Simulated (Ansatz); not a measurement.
This script for a single point from an input written key by key of C3H8S2, SMILES CC(C)SS with the Ansatz DFT code, driven from Python holds a mistake.

The script, `deck_c3h8s2.py`:
```python
"""Run C3H8S2 from an input written out key by key."""

import ansatz as az
import numpy as np

DECK = """
crystal:
  periodic: [false, false, false]
  atoms:
    - { symbol: C, position_ang: [-1.144, 0.0816, -0.1542] }
    - { symbol: C, position_ang: [0.2864, -0.2337, -0.2219] }
    - { symbol: C, position_ang: [0.52, -1.5394, 0.5045] }
    - { symbol: S, position_ang: [1.3942, 1.0915, 0.541] }
    - { symbol: S, position_ang: [1.1654, 2.6325, -0.8027] }
    - { symbol: H, position_ang: [-1.4172, 1.0453, -0.7437] }
    - { symbol: H, position_ang: [-1.508, 0.2839, 0.8673] }
    - { symbol: H, position_ang: [-1.7558, -0.6661, -0.6005] }
    - { symbol: H, position_ang: [0.608, -0.3381, -1.2213] }
    - { symbol: H, position_ang: [-0.022, -2.3543, 0.09] }
    - { symbol: H, position_ang: [0.2543, -1.4795, 1.5951] }
    - { symbol: H, position_ang: [1.6292, -1.8166, 0.4823] }
    - { symbol: H, position_ang: [0.0099, 3.258, -0.3211] }
  charge: 1
basis:
  gaussian: { orbitals: def2-SVP }
hamiltonian:
  xc: hf
output:
  forces: true
"""

session = az.Session.from_yaml(DECK)
data = session.plan(threads=1).execute().report

print(f"E = {data['free_energy_ev']:.6f} eV = {data['free_energy_ev'] / 27.211386246:.7f} Ha")
print("converged:", data["converged"], " doubts:", data["published_state_doubts"] or "none")
symbols = ["C", "C", "C", "S", "S", "H", "H", "H", "H", "H", "H", "H", "H"]
state = data["mean_field"]["state"]
print(f"mean field: {state['energy']['hartree']:.7f} Ha, <S^2> = {abs(state['spin_squared']):.4f}, stability: {state.get('stability', {}).get('kind')}")

print("forces (eV/A)")
for symbol, f in zip(symbols, data["forces_ev_ang"]):
    print(f"  {symbol:2s} {f[0]:9.4f} {f[1]:9.4f} {f[2]:9.4f}")
charges = data["charge_distribution"]
print("dipole moment", round(4.803205 * float(np.linalg.norm(charges["dipole_moment_e_ang"])), 3), "D")
print("Mulliken:", [(s, round(q, 3)) for s, q in zip(symbols, charges["mulliken_charges_e"])])
```

```console
$ python deck_c3h8s2.py
Traceback (most recent call last):
  File "deck_c3h8s2.py", line 32, in <module>
    session = az.Session.from_yaml(DECK)
ansatz.RefusalError: YAML parse error: error: line 18 column 3: unknown field `charge`, expected one of checkpoint, saddle_side, structure_sha256, lattice, periodic, space_group, setting, atoms, reduce_to_primitive, conventional_axes, supercell, defects, symmetry, host
  --> <input>:18:3
   |
16 |     - { symbol: H, position_ang: [1.6292, -1.8166, 0.4823] }
17 |     - { symbol: H, position_ang: [0.0099, 3.258, -0.3211] }
18 |   charge: 1
   |   ^ unknown field `charge`, expected one of checkpoint, saddle_side, structure_sha256, lattice, periodic, space_group, setting, atoms, reduce_to_primitive, conventional_axes, supercell, defects, symmetry, host
19 | basis:
20 |   gaussian: { orbitals: def2-SVP }
   |
$ echo $?
1
```

Find the fault and give the corrected script.

The fault: charge in wrong section. Mended:

Script `deck_c3h8s2.py`:
```python
"""Run C3H8S2 from an input written out key by key."""

import ansatz as az
import numpy as np

DECK = """
crystal:
  periodic: [false, false, false]
  atoms:
    - { symbol: C, position_ang: [-1.144, 0.0816, -0.1542] }
    - { symbol: C, position_ang: [0.2864, -0.2337, -0.2219] }
    - { symbol: C, position_ang: [0.52, -1.5394, 0.5045] }
    - { symbol: S, position_ang: [1.3942, 1.0915, 0.541] }
    - { symbol: S, position_ang: [1.1654, 2.6325, -0.8027] }
    - { symbol: H, position_ang: [-1.4172, 1.0453, -0.7437] }
    - { symbol: H, position_ang: [-1.508, 0.2839, 0.8673] }
    - { symbol: H, position_ang: [-1.7558, -0.6661, -0.6005] }
    - { symbol: H, position_ang: [0.608, -0.3381, -1.2213] }
    - { symbol: H, position_ang: [-0.022, -2.3543, 0.09] }
    - { symbol: H, position_ang: [0.2543, -1.4795, 1.5951] }
    - { symbol: H, position_ang: [1.6292, -1.8166, 0.4823] }
    - { symbol: H, position_ang: [0.0099, 3.258, -0.3211] }
basis:
  gaussian: { orbitals: def2-SVP }
hamiltonian:
  xc: hf
output:
  forces: true
"""

session = az.Session.from_yaml(DECK)
data = session.plan(threads=1).execute().report

print(f"E = {data['free_energy_ev']:.6f} eV = {data['free_energy_ev'] / 27.211386246:.7f} Ha")
print("converged:", data["converged"], " doubts:", data["published_state_doubts"] or "none")
symbols = ["C", "C", "C", "S", "S", "H", "H", "H", "H", "H", "H", "H", "H"]
state = data["mean_field"]["state"]
print(f"mean field: {state['energy']['hartree']:.7f} Ha, <S^2> = {abs(state['spin_squared']):.4f}, stability: {state.get('stability', {}).get('kind')}")

print("forces (eV/A)")
for symbol, f in zip(symbols, data["forces_ev_ang"]):
    print(f"  {symbol:2s} {f[0]:9.4f} {f[1]:9.4f} {f[2]:9.4f}")
charges = data["charge_distribution"]
print("dipole moment", round(4.803205 * float(np.linalg.norm(charges["dipole_moment_e_ang"])), 3), "D")
print("Mulliken:", [(s, round(q, 3)) for s, q in zip(symbols, charges["mulliken_charges_e"])])
```

After the fix:

```console
$ python deck_c3h8s2.py
E = -24843.233137 eV = -912.9719784 Ha
converged: True  doubts: none
mean field: -912.9719784 Ha, <S^2> = 0.0000, stability: minimum
forces (eV/A)
  C    -2.1901    3.9854   -0.5476
  C     0.9372   -0.2347    1.4920
  C     2.9533    0.0753    2.0320
  S    -0.6982   -0.7111   -0.2269
  S    -1.1339    0.9177    0.2634
  H     0.6281   -1.6176    0.9504
  H     0.2854   -0.3595   -0.2691
  H    -0.4284   -0.9968   -0.3144
  H     0.4349    0.0100   -1.2980
  H    -0.6493   -0.6510   -0.6188
  H     0.1063    0.0737   -1.0384
  H    -1.5334    0.2646   -0.0318
  H     1.2882   -0.7562   -0.3927
dipole moment 2.255 D
Mulliken: [('C', 0.001), ('C', -0.22), ('C', -0.034), ('S', -0.078), ('S', -0.085), ('H', 0.038), ('H', 0.042), ('H', 0.034), ('H', 0.069), ('H', 0.044), ('H', 0.048), ('H', 0.056), ('H', 0.086)]
```

Reading the output:
- Total energies depend on the basis set; only differences at equal settings carry meaning.
- The geometry is a force-field or estimated start, not a minimum of this method, and the basis set is short of its limit.
- Wall time of the script: 3.1 s on 1 thread of Arm Neoverse V1 (shared host), peak memory 0.29 GiB.
